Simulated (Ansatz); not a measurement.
Task: a single point in a Gaussian basis of AlCl, with the Ansatz DFT code, driven from Python. Give the script and its output. Settings: CCSD(T), 6-31G basis, multiplicity 1.

```csv
atom,x (Å),y (Å),z (Å)
Al,0.0000,0.0000,0.0000
Cl,0.0000,0.0000,2.1650
```

Script `alcl.py`:
```python
# -*- coding: utf-8 -*-
'''Single point of AlCl.'''

from pathlib import Path

import ansatz as az
from ase import Atoms
import numpy as np

atoms = Atoms(['Al', 'Cl'], positions=[
    (0.0, 0.0, 0.0),
    (0.0, 0.0, 2.165),
])
geometry = az.Crystal.molecule_from_ase(atoms)

calculation = (
    geometry.calculation()
    .basis(gaussian='6-31G')
    .correlation('CCSD(T)', electrons='valence')
    .forces()
    .orbitals()
)
outcome = calculation.run(threads=1, pin='off', runs_dir='runs')
r = outcome.report

for key in ('converged', 'free_energy_ev', 'reference_energy_ev', 'n_frozen', 'n_occupied', 'n_virtual'):
    print(f'{key:22s} {r[key]}')

print('correlation energy', round(r['free_energy_ev'] - r['reference_energy_ev'], 5), 'eV')
cluster = r['correlation'].get('coupled_cluster')
if cluster:
    print('cycles', cluster['cycles'], ' T1 diagnostic', round(cluster['t1_diagnostic'], 4), ' largest double', round(cluster['largest_double'], 4))

state = r['mean_field']['state']
print(f'mean field: {state["energy"]["hartree"]:.7f} Ha, <S^2> = {abs(state["spin_squared"]):.4f}, stability: {state.get("stability", {}).get("kind")}')

symbols = [site.symbol for site in geometry.cartesian_sites]
print('forces (eV/A)')
for symbol, f in zip(symbols, r['forces_ev_ang']):
    print(f'  {symbol:2s} {f[0]:9.4f} {f[1]:9.4f} {f[2]:9.4f}')

charges = r['charge_distribution']
dipole = np.array(charges['dipole_moment_e_ang']) * 4.803205
print('dipole (D): {:.3f} {:.3f} {:.3f}, length {:.3f}'.format(*dipole, np.linalg.norm(dipole)))
print('atom  Mulliken   Lowdin')
for symbol, m, l in zip(symbols, charges['mulliken_charges_e'], charges['lowdin_charges_e']):
    print(f'{symbol:4s} {m:9.3f} {l:8.3f}')

lines = Path(r['orbitals_path']).read_text().splitlines()
field_of = lambda key: [line.split('=')[1].strip() for line in lines if line.startswith(key)]
orbitals = [(27.211386 * float(e), s, float(n)) for e, s, n in zip(field_of('Ene='), field_of('Spin='), field_of('Occup='))]
homo = max(e for e, _, n in orbitals if n > 0.5)
lumo = min(e for e, _, n in orbitals if n < 0.5)
for e, spin, n in sorted(orbitals):
    if homo - 15 < e < lumo + 5:
        print(f'{spin:6s} {e:10.3f} eV  occupation {n:.0f}')
```

```console
$ python alcl.py
converged              True
free_energy_ev         -19088.922845901943
reference_energy_ev    -19086.567241668174
n_frozen               10
n_occupied             [5, 5]
n_virtual              [11, 11]
correlation energy -2.3556 eV
cycles 9  T1 diagnostic 0.0156  largest double 0.1022
mean field: -701.4184088 Ha, <S^2> = 0.0000, stability: minimum
forces (eV/A)
  Al   -0.0000   -0.0000   -1.7432
  Cl   -0.0000    0.0000    1.7432
dipole (D): 0.000 -0.000 -2.882, length 2.882
atom  Mulliken   Lowdin
Al       0.458    0.263
Cl      -0.458   -0.263
Alpha     -14.699 eV  occupation 2
Alpha     -12.368 eV  occupation 2
Alpha     -12.368 eV  occupation 2
Alpha      -9.274 eV  occupation 2
Alpha       0.636 eV  occupation 0
Alpha       0.636 eV  occupation 0
Alpha       2.740 eV  occupation 0
```

Caveats:
- These settings explore the input space; basis and method may be short of convergence.
- The geometry is a force-field or estimated start, not a minimum of this method, and the basis set is short of its limit.
- The Löwdin charges here are taken after orthogonalising the functions within each atom; they differ from plain Löwdin charges, and their signs can be unphysical.
- Alpha marks a spatial orbital of a restricted run, filled by both spins.
- Levels such as HOMO and LUMO are orbital energies: in Hartree-Fock the gap is too wide and the LUMO hangs on the basis.
- Inner cores stay frozen, so this is valence correlation.
- S² is that of the Hartree-Fock reference.
- The spin state was assumed, and another may lie lower.
- It ran for 0.6 s on 1 thread of Arm Neoverse V2 (shared host), peak memory 0.15 GiB.

(A comment or docstring line of the script was reworded after the run, the code is as it ran; lines on the test bed's own set-up are left out of the output.)
